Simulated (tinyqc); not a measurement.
Worked calculation (part 2 of 2): MP2 on RHF in the sto-6g basis, for H2O, spin multiplicity 1. Computed by tinyqc, a small Python program that keeps every step (integrals from PySCF). Command: `OMP_NUM_THREADS=1 python tinyqc.py 28119 28120 out.jsonl` (the two numbers bound the seeds that draw the settings). One thread of a shared host (Intel(R) Xeon(R) Processor @ 2.60GHz), about 0.2 s of CPU time with the checks.

Geometry (angstrom):
```
atom         x          y         z
O     0.000000   0.000000  0.000000
H     0.000000   0.773000  0.540000
H     0.000000  -0.773000  0.540000
```

## Second-order Moller-Plesset energy

orbital energies (hartree): MO1 -20.494398, MO2 -1.276373, MO3 -0.637516, MO4 -0.447442, MO5 -0.393947, MO6 0.600910, MO7 0.764891

Two-electron integrals over orbitals (pq|rs), unique and non-zero (hartree):
```
(11|11) 4.761325    (21|11) -0.426421   (21|21) 0.061861    (22|11) 1.018398
(22|21) -0.014016   (22|22) 0.729863    (31|31) 0.011169    (32|31) 0.017728
(32|32) 0.145992    (33|11) 0.803095    (33|21) -0.004133   (33|22) 0.647305
(33|33) 0.637061    (41|11) 0.183777    (41|21) -0.023575   (41|22) 0.016051
(41|33) 0.005951    (41|41) 0.029379    (42|11) -0.127099   (42|21) 0.009585
(42|22) 0.005342    (42|33) 0.006721    (42|41) 0.019671    (42|42) 0.125097
(43|31) -0.003245   (43|32) 0.019636    (43|43) 0.045842    (44|11) 1.018015
(44|21) -0.013595   (44|22) 0.683958    (44|33) 0.604238    (44|41) -0.012098
(44|42) -0.105151   (44|44) 0.798432    (51|51) 0.026725    (52|51) 0.032361
(52|52) 0.145126    (53|53) 0.029002    (54|51) -0.012986   (54|52) -0.045133
(54|54) 0.055628    (55|11) 1.117078    (55|21) -0.011219   (55|22) 0.749805
(55|33) 0.631391    (55|41) 0.004519    (55|42) -0.065205   (55|44) 0.736705
(55|55) 0.880663    (61|11) -0.261022   (61|21) 0.040521    (61|22) -0.002386
(61|33) -0.000070   (61|41) -0.002300   (61|42) 0.020282    (61|44) -0.018949
(61|55) -0.006150   (61|61) 0.035063    (62|11) 0.323907    (62|21) -0.008024
(62|22) 0.144326    (62|33) 0.075194    (62|41) 0.018795    (62|42) 0.020957
(62|44) 0.096140    (62|55) 0.161623    (62|61) 0.004809    (62|62) 0.102667
(63|31) 0.003022    (63|32) -0.044146   (63|43) -0.028261   (63|63) 0.074432
(64|11) 0.203388    (64|21) -0.001125   (64|22) 0.092563    (64|33) 0.040996
(64|41) 0.003320    (64|42) -0.022629   (64|44) 0.114644    (64|55) 0.108964
(64|61) 0.001332    (64|62) 0.062132    (64|64) 0.062546    (65|51) 0.016398
(65|52) 0.060875    (65|54) -0.002415   (65|65) 0.039222    (66|11) 0.804094
(66|21) -0.007607   (66|22) 0.612277    (66|33) 0.572581    (66|41) 0.021694
(66|42) 0.060704    (66|44) 0.548334    (66|55) 0.587031    (66|61) 0.007143
(66|62) 0.094724    (66|64) 0.043055    (66|66) 0.596698    (71|31) 0.015997
(71|32) 0.023588    (71|43) -0.004855   (71|63) 0.003931    (71|71) 0.022975
(72|31) 0.013930    (72|32) 0.040753    (72|43) -0.032412   (72|63) 0.035290
(72|71) 0.018872    (72|72) 0.061668    (73|11) 0.365397    (73|21) -0.007313
(73|22) 0.140996    (73|33) 0.092255    (73|41) -0.000978   (73|42) -0.072586
(73|44) 0.165229    (73|55) 0.190029    (73|61) -0.006757   (73|62) 0.078936
(73|64) 0.072657    (73|66) 0.037563    (73|73) 0.150408    (74|31) -0.009411
(74|32) -0.074970   (74|43) 0.004484    (74|63) 0.044048    (74|71) -0.013143
(74|72) -0.017098   (74|74) 0.066247    (75|53) 0.023792    (75|75) 0.024653
(76|31) 0.009764    (76|32) 0.102142    (76|43) 0.045954    (76|63) -0.068872
(76|71) 0.013117    (76|72) -0.008292   (76|74) -0.057309   (76|76) 0.119680
(77|11) 0.881597    (77|21) -0.009452   (77|22) 0.627892    (77|33) 0.614248
(77|41) 0.003725    (77|42) -0.015047   (77|44) 0.614974    (77|55) 0.629596
(77|61) -0.005594   (77|62) 0.071678    (77|64) 0.039693    (77|66) 0.567576
(77|73) 0.097448    (77|77) 0.624449
```

Hartree-Fock energy = -75.67349119 hartree

E2 = sum_ijab (ia|jb) [2 (ia|jb) - (ib|ja)] / (e_i + e_j - e_a - e_b) over occupied i, j and virtual a, b; the opposite-spin part is (ia|jb)^2 / denominator, the rest is same-spin, and SCS-MP2 scales them by 6/5 and 1/3.

Terms:
```
i  j  a  b    (ia|jb)    (ib|ja)  denominator       term
3  3  7  7   0.150408   0.150408    -2.804812  -0.008066
3  4  7  6   0.072657   0.044048    -2.450758  -0.003002
4  3  6  7   0.072657   0.044048    -2.450758  -0.003002
2  3  6  7   0.078936   0.035290    -3.279689  -0.002950
3  2  7  6   0.078936   0.035290    -3.279689  -0.002950
2  2  6  6   0.102667   0.102667    -3.754565  -0.002807
3  3  6  6   0.074432   0.074432    -2.476851  -0.002237
4  4  6  6   0.062546   0.062546    -2.096703  -0.001866
4  4  7  7   0.066247   0.066247    -2.424664  -0.001810
2  4  6  6   0.062132   0.062132    -2.925634  -0.001320
4  2  6  6   0.062132   0.062132    -2.925634  -0.001320
2  2  7  7   0.061668   0.061668    -4.082526  -0.000932
5  5  6  6   0.039222   0.039222    -1.989714  -0.000773
4  3  7  6   0.044048   0.072657    -2.450758  -0.000277
3  4  6  7   0.044048   0.072657    -2.450758  -0.000277
5  5  7  7   0.024653   0.024653    -2.317674  -0.000262
2  3  7  6   0.035290   0.078936    -3.279689   0.000090
3  2  6  7   0.035290   0.078936    -3.279689   0.000090
2  4  7  7  -0.017098  -0.017098    -3.253595  -0.000090
4  2  7  7  -0.017098  -0.017098    -3.253595  -0.000090
1  1  6  6   0.035063   0.035063   -42.190616  -0.000029
2  1  7  7   0.018872   0.018872   -23.300551  -0.000015
1  2  7  7   0.018872   0.018872   -23.300551  -0.000015
1  1  7  7   0.022975   0.022975   -42.518577  -0.000012
1  4  7  7  -0.013143  -0.013143   -22.471620  -0.000008
4  1  7  7  -0.013143  -0.013143   -22.471620  -0.000008
3  1  7  6  -0.006757   0.003931   -22.497714  -0.000005
1  3  6  7  -0.006757   0.003931   -22.497714  -0.000005
1  3  7  6   0.003931  -0.006757   -22.497714  -2.55e-06
3  1  6  7   0.003931  -0.006757   -22.497714  -2.55e-06
2  1  6  6   0.004809   0.004809   -22.972591  -1.01e-06
1  2  6  6   0.004809   0.004809   -22.972591  -1.01e-06
1  4  6  6   0.001332   0.001332   -22.143660  -8.01e-08
4  1  6  6   0.001332   0.001332   -22.143660  -8.01e-08
```

Pair energies (hartree; pair i-j sums ij and ji):
```
pair  opposite spin  same spin
1-1       -0.000042   0.000000
2-1       -0.000033   0.000000
2-2       -0.003739   0.000000
3-1       -0.000005  -0.000010
3-2       -0.004559  -0.001162
3-3       -0.010302   0.000000
4-1       -0.000016   0.000000
4-2       -0.002819   0.000000
4-3       -0.005891  -0.000668
4-4       -0.003676   0.000000
5-5       -0.001035   0.000000
```

MP2 correlation energy = -0.03395671 hartree

SCS-MP2 correlation energy = -0.03915355 hartree

MP2 total energy = -75.70744790 hartree
